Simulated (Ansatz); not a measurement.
**Which is lower?**

The two ends of one reaction step of AlH3O2, closed shell (PBE0-D4/def2-TZVP).

A:

```
6
angstrom
Al 0.4459 0.2968 0.4104
H -0.2958 -1.3463 -0.8129
O 1.8418 -0.1287 1.0586
H 0.3723 -1.5517 -0.5035
O -0.9955 0.9345 -0.1655
H -1.3687 1.7954 0.0128
```

B:

```xyz
6
angstrom
Al -0.2343 -0.2444 -0.2571
H -0.7870 -1.4179 -1.1437
O 1.2311 -0.3390 0.5883
H 1.8028 -1.1041 0.5763
O -1.1415 1.1749 -0.1415
H -0.8711 1.9306 0.3776
```

Program: Ansatz 0.2.0. Basis: def2-TZVPP. Cores are frozen in the correlated methods. B3LYP uses VWN-RPA correlation.

(1) Which structure is lower at CCSD(T), and by how much? (An estimate is asked for; the value comes from the calculation.)

T1 diagnostic: at most 0.022.

Answers

(1) By the calculation: B, by 265.2 kJ/mol (electronic energy, against the other). By their contacts, A is a complex of AlHO₂ ([O][Al][OH]) + H₂ and B is AlH₃O₂ ([OH][AlH][OH]).

All methods give the same order:

| method | E(B) − E(A) (kJ/mol) |
| --- | --- |
| SPW92 | -252.6 |
| PBE-D4 | -238.0 |
| BLYP-D4 | -231.5 |
| r2SCAN-D4 | -256.3 |
| B97M-V | -275.7 |
| PBE0-D4 | -269.5 |
| B3LYP-D4 | -259.1 |
| r2SCAN0-D4 | -278.7 |
| BHLYP-D4 | -292.1 |
| CAM-B3LYP-D4 | -274.4 |
| wB97X-V | -275.9 |
| wB97M-V | -270.4 |
| B2PLYP | -254.8 |
| PBE-QIDH | -274.8 |
| RPA on PBE | -255.0 |
| HF | -328.1 |
| MP2 | -250.5 |
| CCSD | -279.2 |
| CCSD(T) | -265.2 |

Labels in which every atom is bracketed show which atoms are joined, not bond orders.

For scale, one of the runs: CCSD(T)/def2-TZVPP, 146 basis functions (an equivalent command: `ansatz run in.yaml --threads 2`). The run took 18 s on 2 CPU threads (shared host), with 0.87 GiB of host memory at its peak.
